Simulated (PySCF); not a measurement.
Broadened absorption spectrum of bicyclo[3.1.0]hex-2-ene

Compound: bicyclo[3.1.0]hex-2-ene, C6H8.
SMILES: `C1=C[C@H]2C[C@H]2C1`

The calculation used TDDFT CAM-B3LYP/def2-SVPD, vertical, gas phase, core orbitals frozen in the response (PySCF). Geometry: PBE0-D3(BJ)/def2-SVP; no solvent, vibrations or thermal averaging.

Broadening: Gaussians 0.3 eV wide at half height, area fixed by f = 4.319×10⁻⁹ ∫ε dν̃. The width is an assumption, not a result. The curve ends short of the highest state used, and states not computed would add to its high-energy end.

```tsv
E (eV)	ε (L mol⁻¹ cm⁻¹)
5.91	28
5.94	62
5.97	130
6.01	321
6.04	592
6.07	1033
6.11	1991
6.14	3054
6.18	4955
6.21	6677
6.24	8513
6.28	10800
6.31	12105
6.34	12844
6.38	12771
6.41	11944
6.44	10600
6.48	8363
6.51	6633
6.55	4581
6.58	3354
6.61	2414
6.65	1552
6.68	1124
6.71	823
6.75	544
6.78	395
6.81	281
6.85	173
6.88	124
6.92	101
6.95	120
6.98	178
7.02	338
7.05	535
7.08	813
7.12	1313
7.15	1770
7.18	2265
7.22	2902
7.25	3292
7.29	3604
7.32	3650
7.35	3539
7.39	3207
7.42	2888
7.45	2570
7.49	2217
7.52	2027
7.55	1894
7.59	1768
7.62	1679
7.66	1541
7.69	1422
7.72	1307
7.76	1195
```

(1) Where are the band maxima, and which computed states make them?

(2) On this curve, what absorbance would a 10⁻⁵ mol/L sample give at 193 nm over a 1 cm path?

(3) Coming from long wavelengths, where does ε first pass 100 L mol⁻¹ cm⁻¹?

## Answers

(1) 195 nm (6.36 eV), ε about 13000, made up of S1 (100%); 170 nm (7.31 eV), ε about 3700, made up of S3 (40%) and S4 (51%) (ε in L mol⁻¹ cm⁻¹; maxima over ε = 5, shares over 10%). The states used: S1 6.36 eV (f 0.144); S2 6.64 eV (f 0.0072); S3 7.27 eV (f 0.017); S4 7.32 eV (f 0.021); S5 7.39 eV (f 0.0036); S6 7.62 eV (f 0.016); S7 7.91 eV (f 0.0049); S8 8.00 eV (f 0.013); S9 8.10 eV (f 0.0014); S10 8.36 eV (f 0.0073).

(2) 193 nm is 6.424 eV, where ε is about 11000 L mol⁻¹ cm⁻¹, so A = ε c l ≈ 0.11 (Beer–Lambert, with the gas-phase spectrum and the assumed width).

(3) At about 208 nm (5.96 eV), 0.40 eV below S1.

The vertical ionisation energy (ΔSCF) is 8.75 eV, 0.40 eV above S10.

Hardware: an Intel Xeon 6975P-C with one thread, no GPU (shared host). Cost: 38 s, 0.98 GiB resident at most.
